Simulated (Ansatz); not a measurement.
Results of PBEsol-D3(BJ) (Ansatz, a quantum-chemistry and plane-wave program, PAW) for rock-salt ZrC.

Run with plane-wave cutoff 520 eV, 20×20×20 k mesh, Fermi–Dirac smearing 0.05 eV, scalar-relativistic PAW data made under PBE.

Equation-of-state points:

| V (Å³/atom) | E − E_lowest (meV/atom) | P (GPa) |
|---|---|---|
| 11.700 | 38.30 | 17.30 |
| 11.949 | 16.44 | 10.95 |
| 12.198 | 3.97 | 5.20 |
| 12.447 | 0.00 | 0.00 |
| 12.696 | 3.72 | -4.71 |
| 12.945 | 14.39 | -8.96 |
| 13.194 | 31.36 | -12.81 |

Estimate the bulk modulus and its pressure derivative from these points.

V0 = 12.447 Å³/atom, B0 = 247 GPa, B′ = 4.0 (fit to the energies at full precision).

Measured, for comparison: bulk modulus 223 GPa (temperature not stated, no zero-point or thermal correction, from single-crystal elastic constants, our sources range from 208 to 223; as tabulated in arXiv:1102.4063); equilibrium volume per atom 12.95 Å³/atom (temperature not stated, no zero-point or thermal correction; as tabulated in Zhang et al. (2018), doi:10.1088/1367-2630/aac7f0). Computed (rounded) less measured: bulk modulus +11 % (+11 % to +19 % over the range), equilibrium volume per atom -3.9 %.

Computed values are for the static lattice.
